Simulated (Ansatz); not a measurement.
**BSiH₃ (triplet): from a generated start to a stationary point**

Aim: relax a generated start of BSiH₃ (triplet) and see which bonds hold.

Computed with Ansatz 0.2.0, Gaussian basis. Level: UKS PBE0/def2-TZVP.

### Step 1. Where the work starts

5 atoms, charge 0, spin multiplicity 3.

Atoms are counted from 1 here; the program's logs count them from 0.

Bond lengths: Si1–B2 1.878 Å, Si1–H3 1.477 Å, B2–H4 1.179 Å, B2–H5 1.176 Å. Angles: B2–Si1–H3 134.8°, Si1–B2–H4 120.6°, Si1–B2–H5 121.0°, H4–B2–H5 118.3°.

Geometry (Å):

```xyz
5

Si   -0.5793   -0.0021   -0.0008
B     1.2976   -0.0775    0.0008
H    -1.5774    1.0862    0.0118
H     1.9384    0.9124    0.0145
H     1.8633   -1.1088   -0.0117
```

The start was built by rule and, where that kept it together, relaxed with GFN2-xTB. Sticks and bond lists go by distance. 

### Step 2. The run

Contents of in.yaml:

```yaml
crystal:
  periodic: [false, false, false]
  atoms:
    - {symbol: Si, position_ang: [-0.579294, -0.002100, -0.000847]}
    - {symbol: B, position_ang: [1.297552, -0.077502, 0.000835]}
    - {symbol: H, position_ang: [-1.577428, 1.086195, 0.011792]}
    - {symbol: H, position_ang: [1.938443, 0.912392, 0.014521]}
    - {symbol: H, position_ang: [1.863264, -1.108808, -0.011679]}
basis:
  gaussian: {orbitals: def2-TZVP}
magnetization: {spin_polarized: true, initial_magnetization: 2}
hamiltonian: {xc: pbe0}
relax: {f_tol: 0.004, max_steps: 80}
```

Started as:

```sh
$ ansatz run in.yaml --threads 1 --pin off --events-out ev --progress --plain --max-ram 1740MiB
```

**Question.** What will these runs give? Wanted: energy gained; shift from the start; total energy; dipole moment; ⟨S²⟩.

As calculated:

```
                  quantity          value
                     steps              6
             energy gained       0.091 eV
shift from the start (rms)        0.100 Å
              total energy  -8595.4937 eV
             dipole moment         0.81 D
                      ⟨S²⟩          2.004
```

In words: The bonds of the start are those of the end. Si1–B2 went from 1.878 to 1.937 Å. No vibrations were run, so this is a stationary point, not a proven minimum, and this spin need not be the ground state's.
